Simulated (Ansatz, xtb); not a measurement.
Two isomers of C3H3ClO2

Structure X is `C=C(Cl)C(=O)O`, a singlet and structure Y is `O=CO/C=C\Cl`, a singlet. Both are isolated molecules in the gas phase, relaxed with PBE-D3(BJ)/def2-SVP; the shapes shown needn't be the lowest conformers.

X (Å):

```xyz
9

C     1.7687    0.3082   -0.6105
C     0.4354    0.4445   -0.7458
C    -0.1927    1.8079   -0.6459
Cl   -0.6096   -0.9175   -1.0370
O     0.4509    2.8222   -0.4443
O    -1.5329    1.7913   -0.8016
H     2.3682    1.2118   -0.4280
H     2.2563   -0.6736   -0.6785
H    -1.8135    2.7283   -0.7159
```

Y (Å):

```xyz
9

C    -0.2354    2.3728    0.0449
C     2.1026    2.2849   -0.1364
C     3.2997    2.8304   -0.4187
Cl    3.5168    4.4563   -0.9591
O    -0.3438    1.2318    0.4196
O     0.9392    3.0061   -0.2630
H    -1.0665    3.1017   -0.1138
H     1.9911    1.2452    0.2066
H     4.2209    2.2409   -0.3125
```

Energies in hartree; the thermal terms are from PBE-D3(BJ)/def2-SVP harmonic frequencies (ideal gas, rigid rotor, one conformer each, 298.15 K, 1 atm) and include the zero-point energy:

```
                              X           Y
E, CCSD(T)/def2-SVP  −725.167711  −725.144590
    E, MP2/def2-SVP  −725.101573  −725.076632
  E, MP2/def2-TZVPP  −725.811252  −725.786952
  zero-point energy     0.056511     0.056213
       H(298 K) − E     0.063445     0.063274
       G(298 K) − E     0.026025     0.025167
```

**Question.** Correct the CCSD(T) difference for the basis set by the MP2 change, then work out ΔE, ΔE₀, ΔH and ΔG for X → Y in kJ/mol (1 Eh = 2625.50 kJ/mol) and the equilibrium ratio [Y]/[X].

**Answer.** 1. Differences Y − X: CCSD(T) +0.023121, MP2 in the small set +0.024941, MP2 in the large set +0.024300 Eh.
2. ΔE = +0.023121 + (+0.024300 − (+0.024941)) = +0.022480 Eh = +59.02 kJ/mol.
3. ΔE₀ = ΔE + ΔZPE = +0.022480 + (−0.000298) Eh = +58.24 kJ/mol.
4. ΔH = ΔE + (−0.000171) Eh = +58.57 kJ/mol.
5. ΔG = ΔE + (−0.000858) Eh = +56.77 kJ/mol, so ΔS = (ΔH − ΔG)/T = +6.0 J/(mol K).
6. kT = 0.9442 mEh, so K = [Y]/[X] = exp(−ΔG/kT) = exp(−22.90) ≈ 1.1 × 10^−10.

Structure X is favoured at this temperature. An error of 4 kJ/mol in ΔG would change K by a factor of 5. Mirror images and further conformers aren't counted.

As drawn, Y has 1 C–O, 1 C–H in place of 1 C–C, 1 O–H.

Other levels gave ΔE = +27.6 (GFN2-xTB); +8.2 (HF/STO-3G, GFN2-xTB geometries); +58.6 (r2SCAN-D4/def2-SVP, GFN2-xTB geometries); +53.6 (PBE-D3(BJ)/def2-SVP); +57.0 (HF/def2-SVP); +65.5 (MP2/def2-SVP); +60.7 (CCSD(T)/def2-SVP) kJ/mol. The correlated steps freeze 10 core orbitals. Programs: Ansatz 0.2.0, xtb 6.7.1.
